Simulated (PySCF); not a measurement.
**Two-photon absorption: isopropylamine (CC(C)N, C3H9N)**

Geometry (Å), atoms numbered from 1 in this order:
```xyz
13

C     1.317   -0.417    0.114
C    -0.108   -0.131   -0.319
C    -0.514    1.291    0.016
N    -1.004   -1.052    0.372
H     1.413   -0.296    1.196
H     2.018    0.260   -0.379
H     1.609   -1.441   -0.139
H    -0.157   -0.249   -1.416
H     0.133    2.012   -0.489
H    -1.544    1.492   -0.293
H    -0.447    1.455    1.095
H    -1.960   -0.914    0.067
H    -0.760   -2.012    0.159
```

Level of theory: TDDFT CAM-B3LYP/def2-TZVPD excited states, vertical, gas phase in PySCF 2.14.0. Geometry: PBE0-D3(BJ)/def2-TZVP.

States above about 8.3 eV (minus the energy of the highest occupied orbital) lie near or above the ionisation threshold and depend on the basis.

(1) How strongly do the lowest singlets absorb one photon, and two photons of half the energy?

Answers

(1) δ for parallel linear polarisation; σ at the peak of a Lorentzian of half width 0.1 eV, single beam; Ω is circular over linear.
```
state  E (eV)      f  photon λ (nm)  δ (au)  σ (GM)     Ω                                main
   S1    6.01  0.013            413    44.6    0.59  1.25    HOMO→LUMO 0.83, HOMO→LUMO+1 0.10
   S2    7.21  0.001            344    43.5    0.83  1.50  HOMO→LUMO+2 0.77, HOMO→LUMO+4 0.19
   S3    7.30  0.081            339    67.4    1.32  0.16                    HOMO→LUMO+3 0.83
   S4    7.43  0.027            334     187    3.78  0.18                    HOMO→LUMO+1 0.84
   S5    8.24  0.031            301    15.7    0.39  1.50  HOMO→LUMO+4 0.72, HOMO→LUMO+2 0.21
   S6    8.58  0.007            289    57.3    1.55  1.15                    HOMO→LUMO+5 0.83
```

Among these, the strongest one-photon state is S3, the strongest two-photon state S4, with a dipole change of 7.1 D (relaxed, norm of the difference vector).
